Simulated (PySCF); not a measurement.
Molecule: cyclopropylmethylamine (NCC1CC1, C4H9N).

Atom-mapped SMILES (the numbers label the heavy atoms): `[NH2:1][CH2:2][CH:3]1[CH2:4][CH2:5]1`; H(Xn) means a hydrogen on atom n. Ha(C4), Ha(C5) are cis to C2 on the ring; Hb(C4), Hb(C5) are trans to C2 on the ring.

Geometry PBE0-D3(BJ)/def2-SVP throughout; GIAO in PySCF 2.14.0 with density-fitted response routines, gas phase, one conformer, non-relativistic; equivalent atoms averaged; functional PBE0.

For orientation, pcSseg-1 gives these shifts δ (against NH3, TMS at the same level): N1 36.5, C2 51.9, C3 14.5, C4/C5 4.2, H(C2) 2.48, H(C3) 0.89, Hb(C4)/Hb(C5) 0.41, Ha(C4)/Ha(C5) -0.08, H(N1) 0.28 ppm.

A run gave: N1 35.9, C2 52.3, C3 15.2, C4/C5 3.6, H(C2) 2.57, H(C3) 0.97, Hb(C4)/Hb(C5) 0.41, Ha(C4)/Ha(C5) -0.01, H(N1) 0.20 ppm (shifts δ (against NH3, TMS at the same level)).

Problem. Which basis set was used in that run?
A. STO-3G
B. def2-TZVP
C. cc-pVDZ
D. pcSseg-2

Solution. B. H(N1) tells them apart best: def2-TZVP gives 0.20, cc-pVDZ gives -0.02, pcSseg-2 gives 0.51, STO-3G gives -0.38 ppm.
